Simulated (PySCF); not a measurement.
# PF and its ions

PBE0; PySCF, no relativity, basis sets P def2-TZVPPD, F def2-TZVPPD. Neutral (UKS): triplet (π ↑↑), Re = 1.595 Å, ωe = 855 cm⁻¹, De = 4.72 eV, HOMO -6.95 eV, LUMO -2.54 eV.

PF⁺ (UKS): doublet (π ↑), Re = 1.509 Å, ωe = 1058 cm⁻¹, De = 5.55 eV to P⁺ + F. The energies at the minima are -440.98584 hartree for PF and -440.62950 for PF⁺.

(1) Work out the adiabatic ionisation energy, without and with harmonic zero-point energies (1 hartree = 27.2114 eV, 1 eV = 8065.5 cm⁻¹), and the change of the bond length.

PF⁻ (UKS): doublet (π ↑), Re = 1.702 Å, ωe = 646 cm⁻¹, De = 1.98 eV to P + F⁻. The energies at the minima are -440.98584 hartree for PF and -441.00416 for PF⁻.

(2) Work out the adiabatic electron affinity, without and with harmonic zero-point energies (1 hartree = 27.2114 eV, 1 eV = 8065.5 cm⁻¹), and the change of the bond length.

For an ion De counts to the pair picked by the measured ionisation energies or electron affinities, which need not be the lowest pair at this level. The highest Kohn–Sham level is positive in this anion. Much of that is self-interaction error, but it also means that the finite basis helps to hold the extra electron. States were picked by a PBE0 search and need not be the measured ground states.

Results:

(1) At PBE0: 0.35634 hartree = 9.697 eV between the minima; the zero-point term (1058.0 − 855.0)/2 cm⁻¹ = +0.013 eV makes it 9.709 eV. Re changes by -8.6 pm against the neutral. The electron leaves a π orbital, and the shorter bond of the ion fits an antibonding orbital, or a change in how ionic the bond is.

(2) At PBE0: 0.01832 hartree = 0.499 eV between the minima; the zero-point term (855.0 − 646.0)/2 cm⁻¹ = +0.013 eV makes it 0.511 eV. Re changes by +10.7 pm against the neutral. The electron enters a π orbital, and the longer bond of the ion fits an antibonding orbital, or a change in how ionic the bond is.
